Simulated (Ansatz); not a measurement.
A nudged elastic band was laid between two geometries of CH6Si (8 atoms, charge 0, multiplicity 1).

All numbers below come from RKS PBE0/cc-pVDZ in Ansatz.

```
movable images  : 9
climbing image  : yes
spring          : 5.0 eV/Å²
optimiser       : quadratic models (default)
start path      : through a guess of the saddle point
force threshold : 0.05 eV/Å
iteration limit : 60
end points      : relaxed
```

Initial state:

```xyz
8
Properties=species:S:1:pos:R:3
Si 0.180 -0.031 0.135
H 0.580 -0.277 1.561
H 1.425 0.218 -0.665
H -0.663 1.209 0.091
C -0.771 -1.507 -0.554
H -1.679 -1.695 0.039
H -1.073 -1.321 -1.596
H -0.151 -2.415 -0.532
```

Final state:

```xyz
8
Properties=species:S:1:pos:R:3
Si 0.265 0.144 -0.765
H 0.627 -0.032 1.102
H 1.332 -0.077 0.686
H -0.658 1.063 0.048
C -0.756 -1.486 -0.624
H -1.259 -1.685 0.333
H -1.549 -1.383 -1.389
H -0.156 -2.363 -0.912
```

Problem. What changes between the two ends?

Solution. Bonds formed: H2–H3. CH6Si becomes CH4Si + H2.

Problem. Give the energies along the band, and the barrier.

Solution. It converged. The highest image is number 8 of 0 to 10, 2.59 eV above the first end and 0.20 eV above the last; the last end lies 2.40 eV above the first. A vibrational analysis at the climbing image gives one clearly imaginary mode, 1035i cm⁻¹: a first-order saddle point.

```tsv
image	path coordinate (Å)	energy (eV)	H2–H3 (Å)
0	0.00	0.00	2.43
1	0.21	0.01	2.43
2	0.43	0.05	2.36
3	0.64	0.22	2.21
4	0.86	0.57	2.00
5	1.07	1.13	1.78
6	1.29	1.81	1.56
7	1.51	2.38	1.33
8	1.72	2.59	1.10
9	2.19	2.40	0.83
10	2.65	2.40	0.82
```

Problem. What is the geometry of the highest image?

Solution. 
```xyz
8
Properties=species:S:1:pos:R:3
Si 0.130 0.167 -0.509
H 0.699 -0.194 1.030
H 1.463 -0.002 0.262
H -0.628 1.189 0.291
C -0.819 -1.491 -0.612
H -1.546 -1.635 0.198
H -1.352 -1.529 -1.575
H -0.099 -2.324 -0.607
```

Problem. What are the harmonic wavenumbers there?

Solution. 1035i, 143, 497, 602, 669, 738, 847, 911, 1033, 1254, 1427, 1444, 1690, 2101, 2189, 3068, 3160, 3184 cm⁻¹.

The band took 12 iterations and roughly 2.5 core-minutes.

Time of the run: 2.5 min on 1 thread of Arm Neoverse V2 (shared host), peak memory 0.11 GiB.
